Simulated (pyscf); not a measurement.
HB=O + H atom (H•) -> [HB–OH]•, an addition (doublet surface; none broken, H–O formed). Optimised with ωB97X-D3(BJ)/def2-SVP in PySCF. MP2 and CC: frozen core, UHF for open shells. ΔMP2 is the change of the MP2 total energy from the triple- to the quadruple-zeta basis. Energies in eV from the separated reactants.

Small-basis levels: PySCF, no dispersion term, spherical d functions. AM1 to PM7: differences of heats of formation from MOPAC. GFN2-xTB: tblite. Open shells are spin-unrestricted. 

```
level                             barrier  reaction energy
--------------------------------  -------  ---------------
HF/STO-3G                            1.00            -0.88
HF/3-21G                             1.19            -0.53
HF/6-31G*                            1.44            -0.39
MP2/6-31G*                           1.48            +0.18
BP86/6-31G*                          0.42            -0.49
PBE/6-31G*                           0.52            -0.39
B3LYP/3-21G                          0.46            -0.39
B3LYP/LANL2DZ                        0.52            -0.57
B3LYP/6-31G*                         0.64            -0.43
M06-2X/6-31G*                        0.86            -0.48
GFN2-xTB                             1.05            +0.57
AM1                                  0.53            -0.46
CCSD(T)/def2-TZVPP + ΔMP2(QZVPP)     0.83            -0.56
```

Against the last row the barrier runs from -0.41 (BP86/6-31G*) to +0.65 eV (MP2/6-31G*). CCSD(T)/def2-TZVPP + ΔMP2(QZVPP) has limits of its own. [HB–OH]• lies 0.25 eV over its isomer H₂B–O• (electronic energy, ωB97M-D3(BJ)). One saddle was located; it need not be the lowest between these sides. The CCSD(T) − MP2 part came from Ansatz, without density fitting, on the same reference.
